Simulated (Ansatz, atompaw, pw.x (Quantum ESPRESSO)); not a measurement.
What a changed setting does to a pw.x run (sc Be)

Potential: PAW, atompaw 4.2.0.5, PBEsol; core [He], reference 2s2 2p0; waves: 2s (bound): rc 1.60 bohr; 2s channel at 0.55 Ry: rc 3.00 bohr; 2p (bound, empty): rc 3.00 bohr; 2p channel at 0.3 Ry: rc 3.00 bohr; 3d channel at 0.05 Ry: rc 3.00 bohr; 3d channel at 2.45 Ry: rc 3.00 bohr; local part: troulliermartins scheme with l = 3 at 0 Ry, radius 2.45 bohr; core correction: smooth core density matched at 2.15 bohr; augmentation: besselshape compensation charge, radius 2.60 bohr; PAW radius 3.00 bohr; waves and projectors: custom rrkj gramschmidtortho.

The reference run (k-mesh 15³, cutoffs 40/400 Ry, Fermi–Dirac 0.01 Ry, mixing_beta 0.4, conv_thr 1e-9, no spin) gives 0.99 GPa at 10.052 Å³/atom, where all-electron LAPW gives 0.82 GPa. This run, with its own iteration cap, changes k-mesh points per axis to 2.

```
&control
  calculation='scf', prefix='x', pseudo_dir='./', outdir='./tmp', tstress=.true., disk_io='none'
/
&system
  ibrav=0, nat=1, ntyp=1, ecutwfc=40, ecutrho=400, nbnd=8,
  occupations='smearing', smearing='fd', degauss=0.01
/
&electrons
  conv_thr=1e-09, mixing_beta=0.4, electron_maxstep=50
/
ATOMIC_SPECIES
Be 1.0 Be.UPF
CELL_PARAMETERS angstrom
  2.15816259 0.00000000 0.00000000
  0.00000000 2.15816259 0.00000000
  0.00000000 0.00000000 2.15816259
ATOMIC_POSITIONS crystal
Be 0.0000 0.0000 0.0000
K_POINTS automatic
2 2 2 0 0 0
```

```bash
pw.x < Be.scf.in > Be.scf.out
```

Question: How does the run end?

Answer: It converges in 9 iterations; the free energy moves by +786.1 meV/atom and the pressure by +20.64 GPa.

```
Message from routine setup:
     using ibrav=0 with symmetry is DISCOURAGED, use correct ibrav instead
     lattice parameter (alat)  =       4.0783  a.u.
     unit-cell volume          =      67.8343 (a.u.)^3
     number of electrons       =         2.00
     number of Kohn-Sham states=            8
     kinetic-energy cutoff     =      40.0000  Ry
     charge density cutoff     =     400.0000  Ry
     scf convergence threshold =      1.0E-09
     Exchange-correlation= SLA PW PSX PSC
     number of k points=     4  Fermi-Dirac smearing, width (Ry)=  0.0100
     iteration #  1     ecut=    40.00 Ry     beta= 0.40
     total energy              =      -6.50118055 Ry
     estimated scf accuracy    <       0.00144353 Ry
     iteration #  2     ecut=    40.00 Ry     beta= 0.40
     total energy              =      -6.49723793 Ry
     estimated scf accuracy    <       0.00024112 Ry
     iteration #  3     ecut=    40.00 Ry     beta= 0.40
     total energy              =      -6.49604595 Ry
     estimated scf accuracy    <       0.00002502 Ry
     iteration #  4     ecut=    40.00 Ry     beta= 0.40
     total energy              =      -6.49605702 Ry
     estimated scf accuracy    <       0.00000251 Ry
     iteration #  5     ecut=    40.00 Ry     beta= 0.40
     total energy              =      -6.49605849 Ry
     estimated scf accuracy    <       0.00000157 Ry
     iteration #  6     ecut=    40.00 Ry     beta= 0.40
     total energy              =      -6.49605583 Ry
     estimated scf accuracy    <       0.00000041 Ry
     iteration #  7     ecut=    40.00 Ry     beta= 0.40
     total energy              =      -6.49605586 Ry
     estimated scf accuracy    <          2.1E-09 Ry
     iteration #  8     ecut=    40.00 Ry     beta= 0.40
     total energy              =      -6.49605587 Ry
     estimated scf accuracy    <          3.2E-09 Ry
     iteration #  9     ecut=    40.00 Ry     beta= 0.40
     the Fermi energy is     6.3061 ev
!    total energy              =      -6.49605586 Ry
     estimated scf accuracy    <          5.0E-10 Ry
     smearing contrib. (-TS)   =      -0.00675843 Ry
     convergence has been achieved in   9 iterations
          total   stress  (Ry/bohr**3)                   (kbar)     P=      216.31
     Message from routine punch:
     Nothing written, as per user request (disk_io='none')
```

The run took about 2.3 s on one core of a shared host (Intel(R) Xeon(R) 6975P-C, 128 threads, 496 GiB, load 6).
